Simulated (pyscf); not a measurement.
Four-centre exchange: HB=O + NH₃ → H₂N–B=O + H₂

Gas phase, singlet surface, charge 0. Bonds broken: B1–H3, N4–H5. Bonds formed: B1–N4, H3–H5. Optimised with ωB97X-D3(BJ)/def2-SVP in PySCF.

Transition state (Å):

```xyz
7

B     -0.0235     0.5357    -0.1969
O      0.3240     1.6980     0.0056
H      0.5357    -0.3239    -1.2295
N     -0.8831    -0.5981     0.3861
H     -0.0235    -0.9380    -0.5793
H     -0.8533    -0.7299     1.3991
H     -1.8495    -0.5997     0.0546
```

One imaginary mode, 1700i cm⁻¹; descent along it reached the two sides named, in the forms told below.

```tsv
bond	change	reactant side (Å)	saddle	product side
B1–H3	breaks	1.219	1.455	3.3
N4–H5	breaks	1.022	1.337	5.1
B1–N4	forms	1.748	1.538	1.388
H3–H5	forms	2.7	1.055	0.761
```

Electronic energies relative to the separated reactants (kcal/mol):

```json
[
 {"level": "ωB97X-D3(BJ)/def2-TZVP", "barrier": "40.2", "reaction energy": "-11.4", "reverse barrier": "51.6"},
 {"level": "PBE/def2-TZVP", "barrier": "31.6", "reaction energy": "-11.9", "reverse barrier": "43.4"},
 {"level": "r²SCAN/def2-TZVP", "barrier": "34.3", "reaction energy": "-12.7", "reverse barrier": "47.1"},
 {"level": "B3LYP-D3(BJ)/def2-TZVP", "barrier": "39.1", "reaction energy": "-12.2", "reverse barrier": "51.3"},
 {"level": "PBE0-D3(BJ)/def2-TZVP", "barrier": "34.3", "reaction energy": "-12.1", "reverse barrier": "46.4"},
 {"level": "M06-2X/def2-TZVP", "barrier": "39.3", "reaction energy": "-13.5", "reverse barrier": "52.8"},
 {"level": "ωB97M-D3(BJ)/def2-TZVP", "barrier": "39.8", "reaction energy": "-11.2", "reverse barrier": "51.0"},
 {"level": "HF/def2-TZVP", "barrier": "57.8", "reaction energy": "-9.9", "reverse barrier": "67.6"}
]
```

With ωB97M-D3(BJ)/def2-TZVP energies and thermal terms (ideal gas, 1 atm, RRHO with modes under 100 cm⁻¹ raised to 100, one conformer, R ln 2 for chiral ones without a mode under 150 cm⁻¹), in kcal/mol:

```tsv
T (K)	ΔH‡	ΔG‡	ΔH	ΔG
298	37.1	45.9	-14.8	-14.1
600	37.0	54.9	-13.7	-13.8
900	37.4	63.7	-12.9	-14.0
1200	38.1	72.4	-12.4	-14.4
```

On the reactant side the descent ends in an adduct with a B–N contact (not fully relaxed), 8.2 kcal/mol under the separated species and 48.4 kcal/mol under the saddle at ωB97X-D3(BJ)/def2-TZVP. What is counted as formed (B–N) is already present as a longer contact in the reactant adduct; forming that adduct is a step of its own. At the saddle there is also a short B–H contact that neither side keeps. The same reactants have a lower exit, to H₂N–BH–OH (barrier +10.2 kcal/mol at ωB97M-D3(BJ)/def2-TZVP, against +39.8 kcal/mol here). This is the saddle that the search found; another between the same sides may lie lower.
